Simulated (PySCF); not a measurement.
Predicted microwave data (CAM-B3LYP/def2-SVPD in PySCF (dipole) on a GFN2-xTB geometry, gas phase) for one isomer of C5H12O:

* Rotational constants: A = 6829, B = 1939, C = 1633 MHz
* Dipole components: |μa| = 0.17 D, |μb| = 0.91 D, |μc| = 0.81 D
* Inertial defect: -25.19 u·Å²
* κ: -0.88

Task: Which structure is it? (One computed conformer of each.)
A. `[CH3:1][CH2:2][O:3][CH:4]([CH3:5])[CH3:6]` with C1–C2–O3–C4 -168°, C2–O3–C4–C5 -72°
B. `[CH3:1][CH2:2][CH2:3][O:4][CH2:5][CH3:6]` with C1–C2–C3–O4 180°, C2–C3–O4–C5 180°, C3–O4–C5–C6 180°
C. `[CH3:1][CH2:2][CH:3]([OH:4])[CH2:5][CH3:6]` with C1–C2–C3–O4 -60°, C2–C3–O4–H -62°, C2–C3–C5–C6 -176° (3-pentanol)

Result: A. It is CCOC(C)C, an asymmetric top, point group C1. The candidates at the same level (rigid rotor, commonest isotopes):

```
  SMILES  A (MHz)  B (MHz)  C (MHz)  μa (D)  μb (D)  μc (D)  Δ (u·Å²)  point group                        rotor
  CCCOCC    15852     1272     1222    0.09    1.10    0.00    -15.78           Cs  near-prolate asymmetric top
CCC(O)CC     7295     1916     1673    0.00    1.35    0.95    -30.87           Cs  near-prolate asymmetric top
CCOC(C)C     6829     1939     1633    0.17    0.91    0.81    -25.19           C1               asymmetric top
```

`CCC(O)CC` has A 7 % too high; `CCCOCC` has A 132 % too high. No structure here is proved a minimum.
